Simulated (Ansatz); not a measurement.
# CH6N+ (SMILES C[NH3+]): single points off equilibrium

How do the functionals fare away from a minimum? The structure is a structure displaced at random from a GFN2-xTB minimum.

Method: single points in def2-TZVPP; program: Ansatz 0.2.0, Gaussian basis.

Correlated methods freeze the cores.

### 1 The starting structure

SMILES `C[NH3+]`, 8 atoms, charge 1, spin multiplicity 1.

Atoms are counted from 1 here; the program's logs count them from 0.

Bond lengths: C1–N2 1.559 Å, C1–H3 1.069 Å, C1–H4 1.151 Å, C1–H5 1.154 Å, N2–H6 1.051 Å, N2–H7 1.092 Å, N2–H8 1.008 Å. Angles: N2–C1–H3 111.4°, N2–C1–H4 109.2°, N2–C1–H5 106.1°, H3–C1–H4 113.8°, H3–C1–H5 111.1°, H4–C1–H5 104.7°, C1–N2–H6 110.7°, C1–N2–H7 108.7°, C1–N2–H8 109.9°, H6–N2–H7 111.5°, H6–N2–H8 104.5°, H7–N2–H8 111.6°.

As a file:

```xyz
8

C    -0.2389    0.2659   -0.6933
N     0.2290   -0.3019    0.6814
H    -0.0224   -0.4128   -1.4906
H    -1.3495    0.5596   -0.6228
H     0.3211    1.2656   -0.8338
H     0.0124    0.3751    1.4553
H     1.2976   -0.5171    0.6252
H    -0.3037   -1.1260    0.9112
```

### 2 CCSD(T)/def2-TZVPP

Contents of run/in.yaml:

```yaml
crystal:
  periodic: [false, false, false]
  atoms:
    - {symbol: C, position_ang: [-0.238900, 0.265900, -0.693300]}
    - {symbol: N, position_ang: [0.229000, -0.301900, 0.681400]}
    - {symbol: H, position_ang: [-0.022400, -0.412800, -1.490600]}
    - {symbol: H, position_ang: [-1.349500, 0.559600, -0.622800]}
    - {symbol: H, position_ang: [0.321100, 1.265600, -0.833800]}
    - {symbol: H, position_ang: [0.012400, 0.375100, 1.455300]}
    - {symbol: H, position_ang: [1.297600, -0.517100, 0.625200]}
    - {symbol: H, position_ang: [-0.303700, -1.126000, 0.911200]}
basis:
  gaussian: {orbitals: def2-TZVPP}
total_charge: 1
correlation: {method: ccsd_t}
output: {forces: true}
```

The command line of these runs was not kept.

### 3 PBE0-D4/def2-TZVPP

Changes to run/in.yaml since step 2:

```diff
@@ -14,3 +14,3 @@
 total_charge: 1
-correlation: {method: ccsd_t}
-output: {forces: true}
+hamiltonian: {xc: pbe0, dispersion: d4}
+output: {forces: true, orbitals: {seedname: orbitals}}
```

### 4 wB97M-V/def2-TZVPP

Changes to run/in.yaml since step 3:

```diff
@@ -14,3 +14,3 @@
 total_charge: 1
-hamiltonian: {xc: pbe0, dispersion: d4}
-output: {forces: true, orbitals: {seedname: orbitals}}
+hamiltonian: {xc: {name: wB97M-V}}
+output: {forces: true}
```

### 5 r2SCAN-D4/def2-TZVPP

Changes to run/in.yaml since step 4:

```diff
@@ -14,3 +14,3 @@
 total_charge: 1
-hamiltonian: {xc: {name: wB97M-V}}
+hamiltonian: {xc: r2scan, dispersion: d4}
 output: {forces: true}
```

### 6 PBE-D4/def2-TZVPP

Changes to run/in.yaml since step 5:

```diff
@@ -14,3 +14,3 @@
 total_charge: 1
-hamiltonian: {xc: r2scan, dispersion: d4}
+hamiltonian: {xc: pbe, dispersion: d4}
 output: {forces: true}
```

### 7 wB97X-V/def2-TZVPP

Changes to run/in.yaml since step 6:

```diff
@@ -14,3 +14,3 @@
 total_charge: 1
-hamiltonian: {xc: pbe, dispersion: d4}
+hamiltonian: {xc: {name: wB97X-V}}
 output: {forces: true}
```

### 8 B97M-V/def2-TZVPP

Changes to run/in.yaml since step 7:

```diff
@@ -14,3 +14,3 @@
 total_charge: 1
-hamiltonian: {xc: {name: wB97X-V}}
+hamiltonian: {xc: {name: B97M-V}}
 output: {forces: true}
```

(Steps that only read results are left out.)

**Question.** What will these runs give? Wanted: energy less free atoms, CCSD(T)/def2-TZVPP; RMS force component; RMS force error; HOMO and LUMO, PBE0-D4; T1 diagnostic.

**Answer**, as computed:

```
                                  quantity                                                                                          value
energy less free atoms, CCSD(T)/def2-TZVPP                                                                                 -1967.4 kJ/mol
                       RMS force component                                                           1.060 to 1.177 eV/Å over the methods
                           RMS force error  PBE0-D4 0.081, wB97M-V 0.033, r2SCAN-D4 0.011, PBE-D4 0.167, wB97X-V 0.044, B97M-V 0.124 eV/Å
                    HOMO and LUMO, PBE0-D4                                                                            -16.73 and -5.52 eV
                             T1 diagnostic                                                                                          0.007
```

In words: Against CCSD(T) the functionals' energies less atoms differ by -100.4 to -45.6 kJ/mol, PBE-D4 by -100.4 kJ/mol. A larger basis would deepen the CCSD(T) value, while the functionals are nearly converged already, so the order here is not reliable. The forces of r2SCAN-D4 come nearest to CCSD(T), those of PBE-D4 are farthest. Frozen-core CCSD(T) forces in triple zeta carry basis errors of their own, and this is one geometry, so small gaps rank nothing.
